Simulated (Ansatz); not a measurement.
## Ansatz (development build ahead of 0.2.0) run

```yaml
crystal:
  periodic: [false, false, false]
  atoms:
    - { symbol: C, position_ang: [0.0, 0.0, 0.0] }
    - { symbol: F, position_ang: [0.75961, 0.75961, 0.75961] }
    - { symbol: F, position_ang: [0.75961, -0.75961, -0.75961] }
    - { symbol: F, position_ang: [-0.75961, 0.75961, -0.75961] }
    - { symbol: F, position_ang: [-0.75961, -0.75961, 0.75961] }
basis:
  gaussian: { orbitals: def2-TZVP }
hamiltonian:
  xc: hf
correlation:
  method: mp2
  frozen_orbitals: { C: 1, F: 1 }
```

The input is written out in the form of the current development build from the run's settings.

The run gave:

```yaml
Converged: yes
Reference_energy: -435.84044 hartree
Correlation_energy: -1.14208 hartree
Total_energy: -436.98253 hartree
Spin_squared_of_the_determinant: 0.000
```
